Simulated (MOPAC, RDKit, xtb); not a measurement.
Noncovalent pair: C6H6 (SMILES c1ccccc1) (first 12 atoms) with H2O (SMILES O); geometry from S66by8 set.
(charge 0, multiplicity 1):
```xyz
15

C      0.9107    -0.5953    -1.2076
H      1.0268    -1.1230    -2.1441
C      0.6085     0.7656    -1.2079
H      0.4875     1.2928    -2.1441
C      0.4579     1.4465     0.0000
H      0.2220     2.5017     0.0000
C      0.6085     0.7656     1.2079
H      0.4875     1.2928     2.1441
C      0.9107    -0.5953     1.2076
H      1.0268    -1.1230     2.1441
C      1.0622    -1.2754     0.0000
H      1.2991    -2.3306     0.0000
O     -3.3507    -0.3374     0.0000
H     -3.1859    -1.2822     0.0000
H     -2.4634     0.0342     0.0000
```

Monomers are frozen at their geometry in the pair; levels with a basis set take the counterpoise correction.

The state that PM6 reach isn't checked.

Run with MOPAC for PM6 (differences of heats of formation); RDKit for the force fields; xtb for the GFN methods. 

**Question.** Predict the interaction energy from PM6.

**Answer.** -1.2 kcal/mol

**Question.** Estimate the interaction energy that GFN1-xTB returns for this input.

**Answer.** -0.8 kcal/mol

**Question.** What is the computed interaction energy (MMFF94)?

**Answer.** -2.6 kcal/mol
